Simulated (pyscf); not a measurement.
PySCF, gas phase, ωB97X-D3(BJ)/def2-SVP geometries.

### Question
Estimate by transition-state theory the rate constant of `[NH2][SiH2][NH2]` + `[NH2]` [doublet] -> `[NH][SiH2][NH2]` [doublet] + `[NH3]` (doublet surface; H–N broken, H–N formed) at 900 K, with ωB97M-D3(BJ)/def2-TZVP energies (ideal gas, 1 atm, RRHO with modes under 100 cm⁻¹ raised to 100, one conformer, R ln 2 for chiral ones without a mode under 150 cm⁻¹; no tunnelling).

### Answer
The electronic barrier is 11.4 kcal/mol and the thermal terms add +29.0, so ΔG‡ = 40.4 kcal/mol. With k_BT/h = 1.88e+13 s⁻¹ and RT = 1.788 kcal/mol, and a volume of 1.23e-19 cm³ per molecule at 1 atm, k = 3.5e-16 cm³ molecule⁻¹ s⁻¹. Wigner's tunnelling factor for 1771i cm⁻¹ would be 1.33. A shift of 1 kcal/mol in the barrier changes k by a factor 1.7. The same reactants have a lower exit, to H₂N–SiH•–NH₂ + NH₃ (barrier +4.6 kcal/mol at ωB97M-D3(BJ)/def2-TZVP, against +11.4 kcal/mol here). •HN–SiH₂–NH₂ lies 18.4 kcal/mol over its isomer H₂N–SiH•–NH₂ (electronic energy, ωB97M-D3(BJ)/def2-TZVP). One saddle was located; it need not be the lowest between these sides. The angle at the transferred H is 150°.
